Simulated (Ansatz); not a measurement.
# CH₂B (sextet): wave-function methods side by side, 6-31G

Aim: climb from Hartree-Fock through coupled cluster and multireference methods for CH₂B (sextet) at one geometry and basis, and see what each rung misses.

The runs use Ansatz 0.2.0, Gaussian basis; 6-31G, core rule «outside noble gas», up to 2 orbitals frozen.

To be run: UHF; CCSD(T) on ROHF; CCSD(T) on UHF; BCCD(T) on ROHF; CISD as a restricted active space (open shells left free, so some higher excitations enter); CCSDT(Q) on ROHF; CCSDT(Q) on UHF; CISDTQ; CASSCF and MRCISD+Q, 9 electrons in 10 orbitals; CASSCF and NEVPT2, 9 electrons in 10 orbitals; Full CI.

18 further runs of the same task are left out: 6 that didn't finish, 12 set aside as unsound or not needed. Runs told in other sessions of the task aren't counted.

## 1. The geometry

The geometry is a PBE0/def2-TZVP stationary point (not a proven minimum) of the parent state, kept for this charge and spin.

4 atoms, charge 0, spin multiplicity 6.

Atoms are counted from 1 here; the program's logs count them from 0.

Bond lengths: B1–C2 1.505 Å, C2–H3 1.092 Å, C2–H4 1.092 Å. Angles: B1–C2–H3 123.3°, B1–C2–H4 123.3°, H3–C2–H4 113.4°.

## 2. UHF

Contents of in.yaml:

```yaml
crystal:
  periodic: [false, false, false]
  atoms:
    - {symbol: B, position_ang: [0.000000, 0.000000, 0.898833]}
    - {symbol: C, position_ang: [0.000000, 0.000000, -0.606573]}
    - {symbol: H, position_ang: [0.000000, -0.912704, -1.206376]}
    - {symbol: H, position_ang: [0.000000, 0.912704, -1.206376]}
basis:
  gaussian: {orbitals: 6-31G}
magnetization: {spin_polarized: true, initial_magnetization: 5}
hamiltonian: {xc: hf}
output: {orbitals: {seedname: orbitals}}
```

Command:

```sh
$ ansatz run in.yaml --threads 1 --pin off --events-out ev --progress --plain --max-ram 2393MiB
```

The runs that follow: CCSD(T) on ROHF; CCSD(T) on UHF; BCCD(T) on ROHF; CISD as a restricted active space (open shells left free, so some higher excitations enter); CCSDT(Q) on ROHF; CCSDT(Q) on UHF; CISDTQ; CASSCF and MRCISD+Q, 9 electrons in 10 orbitals; CASSCF and NEVPT2, 9 electrons in 10 orbitals; Full CI.

Q: Predict the results of all the runs planned. Wanted: FCI from the RHF energy; RMP2 from FCI; UMP2 from FCI; RCCSD from FCI; RCCSD(T) from FCI; UCCSD(T) from FCI; RCCSDT(Q) from FCI; UCCSDT(Q) from FCI; NEVPT2 valence from FCI.

**Answer**, as computed:

| quantity | value |
| --- | --- |
| FCI from the ROHF energy | -2.4430 eV |
| RMP2 from FCI | +13.89 kcal/mol |
| UMP2 from FCI | +13.57 kcal/mol |
| RCCSD from FCI | +1.00 kcal/mol |
| RCCSD(T) from FCI | +0.29 kcal/mol |
| UCCSD(T) from FCI | +0.26 kcal/mol |
| RCCSDT(Q) from FCI | 0.00 kcal/mol |
| UCCSDT(Q) from FCI | -0.03 kcal/mol |
| NEVPT2 valence from FCI | +6.80 kcal/mol |
| MRCISD+Q valence from FCI | +0.32 kcal/mol |
| levels within 1 kcal/mol (43 meV) | UCCSD, RCCSD(T), UCCSD(T), BCCD(T), RCCSDT, UCCSDT, CISDTQ, RCCSDT(Q), UCCSDT(Q), MRCISD valence, MRCISD+Q valence |
| T1 diagnostic | 0.014 |
| effectively unpaired electrons | 5.01 |

In words: RCCSD(T) misses by +0.29 kcal/mol, 0.5 % of the correlation energy. One determinant dominates. Of the multireference levels listed MRCISD+Q valence comes nearest in total energy (+0.32 kcal/mol), which doesn't show that its space is the better one. These misses are within one basis, not against nature; the frozen cores of restricted and unrestricted runs differ, which can shift their rows.

Levels on UHF freeze UHF's core orbitals, full CI those of ROHF, so the U rows can settle a little off it for that reason alone.

With open shells the CI space here admits some higher excitations, so it is larger than plain CISD.
